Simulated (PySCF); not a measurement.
Species: 2-chloroacrylonitrile, C₃H₂ClN.
Bonds: C1–C2 (double), C2–Cl3, C2–C4, C4–N5 (triple). Hydrogens: H6, H7 on C1.

The same species was optimised twice, with GFN2-xTB and with PBE0-D3(BJ)/def2-SVP (PySCF), and the same property calculations (PySCF, gas phase) were run on both structures.

```tsv
coordinate	GFN2-xTB	PBE0-D3(BJ)/def2-SVP	change
C2–C4 (Å)	1.415	1.432	+0.017
C1–H6 (Å)	1.075	1.091	+0.016
C1–H7 (Å)	1.076	1.091	+0.015
C4≡N5 (Å)	1.145	1.159	+0.014
C1=C2 (Å)	1.329	1.337	+0.008
C2–Cl3 (Å)	1.738	1.730	-0.008
H6–C1–H7 (°)	118.0	119.5	+1.5
C2–C1–H6 (°)	121.5	120.5	-1.0
Cl3–C2–C4 (°)	113.6	114.4	+0.8
C2–C4–N5 (°)	179.3	179.9	+0.6
C1–C2–C4 (°)	123.3	122.9	-0.4
C2–C1–H7 (°)	120.5	120.1	-0.4
C1–C2–Cl3 (°)	123.0	122.7	-0.3
```

Rotational constants: A = 6884, B = 3227, C = 2197 MHz (GFN2-xTB) against A = 6930, B = 3156, C = 2168 MHz (PBE0-D3(BJ)/def2-SVP). Point groups within 0.08 Å: Cs and Cs.

On the GFN2-xTB structure: HOMO (eV) -8.38 [PBE0/pcSseg-1]; LUMO (eV) -2.02 [PBE0/pcSseg-1]; dipole (D) 3.55 [PBE0/pcSseg-1]; GIAO shielding of C1 (ppm) 47.6 [PBE0/pcSseg-1]; GIAO shielding of C2 (ppm) 61.7 [PBE0/pcSseg-1]; GIAO shielding of Cl3 (ppm) 658.3 [PBE0/pcSseg-1]; GIAO shielding of C4 (ppm) 67.3 [PBE0/pcSseg-1]; GIAO shielding of N5 (ppm) -53.5 [PBE0/pcSseg-1].

What do these properties become on the PBE0-D3(BJ)/def2-SVP structure?

```json
{"property": "HOMO (eV)", "level": "PBE0/pcSseg-1", "on GFN2-xTB": "-8.38", "on PBE0-D3(BJ)/def2-SVP": "-8.34", "change": "+0.04"}
{"property": "LUMO (eV)", "level": "PBE0/pcSseg-1", "on GFN2-xTB": "-2.02", "on PBE0-D3(BJ)/def2-SVP": "-2.05", "change": "-0.03"}
{"property": "dipole (D)", "level": "PBE0/pcSseg-1", "on GFN2-xTB": "3.55", "on PBE0-D3(BJ)/def2-SVP": "3.55", "change": "0.00"}
{"property": "energy, GFN2-xTB geometry as zero (kcal/mol)", "level": "PBE0/pcSseg-1", "on GFN2-xTB": "0.0", "on PBE0-D3(BJ)/def2-SVP": "-0.2", "change": "-0.2"}
{"property": "GIAO shielding of C1 (ppm)", "level": "PBE0/pcSseg-1", "on GFN2-xTB": "47.6", "on PBE0-D3(BJ)/def2-SVP": "44.5", "change": "-3.1"}
{"property": "GIAO shielding of C2 (ppm)", "level": "PBE0/pcSseg-1", "on GFN2-xTB": "61.7", "on PBE0-D3(BJ)/def2-SVP": "59.6", "change": "-2.1"}
{"property": "GIAO shielding of Cl3 (ppm)", "level": "PBE0/pcSseg-1", "on GFN2-xTB": "658.3", "on PBE0-D3(BJ)/def2-SVP": "664.2", "change": "+5.9"}
{"property": "GIAO shielding of C4 (ppm)", "level": "PBE0/pcSseg-1", "on GFN2-xTB": "67.3", "on PBE0-D3(BJ)/def2-SVP": "64.9", "change": "-2.4"}
{"property": "GIAO shielding of N5 (ppm)", "level": "PBE0/pcSseg-1", "on GFN2-xTB": "-53.5", "on PBE0-D3(BJ)/def2-SVP": "-58.2", "change": "-4.7"}
```

The heavy atoms differ by 0.017 Å rms after alignment. Among all bonds C1–H6 and C2–C4 change most and about equally (+0.016 to +0.017 Å). Changes are differences of the printed values. Neither structure is proved a minimum here.
